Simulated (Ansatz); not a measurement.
Reaction (SMILES): C(O)=O + 3 [H][H] (H2) → C (CH4) + 2 O (H2O)
B3LYP-D3(BJ)/def2-TZVP geometries, fixed; electronic energies without zero-point terms.

Basis-set convergence of the energy of full hydrogenation at wB97M-V with Ansatz (a program for electronic structure). Cartesian d functions, on some or all atoms, in 6-31G*; all else is spherical. The program fits the integrals of some runs and decomposes those of others, by size. Species with rotatable bonds are taken in one conformer. The functional holds VV10 correlation; no added dispersion term, no relativity. Functions are those of the species that has most. Reference: the value in aug-pcseg-3, -55.58 kcal/mol, itself unsure by roughly 0.26 kcal/mol (its mean distance from aug-cc-pVQZ, cc-pV5Z, def2-QZVPPD).

```json
[
 {"basis": "pcseg-0", "functions": "31", "energy of full hydrogenation (kcal/mol)": "-39.52"},
 {"basis": "6-31G*", "functions": "49", "energy of full hydrogenation (kcal/mol)": "-37.63"},
 {"basis": "cc-pVDZ", "functions": "52", "energy of full hydrogenation (kcal/mol)": "…"},
 {"basis": "6-311G**", "functions": "66", "energy of full hydrogenation (kcal/mol)": "…"},
 {"basis": "def2-SVPD", "functions": "82", "energy of full hydrogenation (kcal/mol)": "…"},
 {"basis": "pcseg-2", "functions": "118", "energy of full hydrogenation (kcal/mol)": "-55.59"},
 {"basis": "def2-TZVPP", "functions": "121", "energy of full hydrogenation (kcal/mol)": "-53.61"},
 {"basis": "aug-cc-pVTZ", "functions": "184", "energy of full hydrogenation (kcal/mol)": "…"},
 {"basis": "cc-pV5Z", "functions": "383", "energy of full hydrogenation (kcal/mol)": "-54.87"}
]
```

### Question
Complete the blanks.

### Answer

- cc-pVDZ, energy of full hydrogenation (kcal/mol): -45.56
- 6-311G**, energy of full hydrogenation (kcal/mol): -46.61
- def2-SVPD, energy of full hydrogenation (kcal/mol): -62.09
- aug-cc-pVTZ, energy of full hydrogenation (kcal/mol): -55.70
